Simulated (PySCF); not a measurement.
## Basis-set dependence of SiC at PBE0

PySCF, UKS reference; triplet, unpaired electrons σ ↑, π ↑; De to Si + C without counterpoise correction.

| basis | relativity | functions | Re (Å) | ωe (cm⁻¹) | De (eV) | μ (D) |
| --- | --- | --- | --- | --- | --- | --- |
| cc-pV(D+d)Z/cc-pVDZ | no relativity | 37 | 1.719 | 987 | 4.31 | -1.42 |
| aug-pcseg-1 | no relativity | 50 | 1.717 | 992 | 4.30 | -1.55 |
| aug-cc-pV(D+d)Z/aug-cc-pVDZ | no relativity | 55 | 1.720 | 983 | 4.30 | -1.59 |
| def2-TZVP | no relativity | 68 | 1.710 | 995 | 4.42 | -1.57 |
| x2c-TZVPPall | spin-free X2C | 73 | 1.710 | 994 | 4.41 | -1.59 |
| def2-TZVPPD | no relativity | 85 | 1.710 | 996 | 4.42 | -1.58 |

Task: How does each smaller set differ from the one with most functions, def2-TZVPPD?

Result: cc-pV(D+d)Z/cc-pVDZ: +0.9 pm, -0.9 % in ωe, -0.11 eV in De; aug-pcseg-1: +0.7 pm, -0.4 % in ωe, -0.12 eV in De; aug-cc-pV(D+d)Z/aug-cc-pVDZ: +1.0 pm, -1.3 % in ωe, -0.12 eV in De; def2-TZVP: +0.0 pm, -0.1 % in ωe, +0.00 eV in De; x2c-TZVPPall: +0.0 pm, -0.2 % in ωe, -0.01 eV in De. All at PBE0; the set with most functions is neither the basis-set limit nor always the best. The rows treat relativity differently, so the differences are not basis effects alone.

A positive dipole means Si(−)C(+). The state was picked by a PBE0 search and need not be the measured ground state.
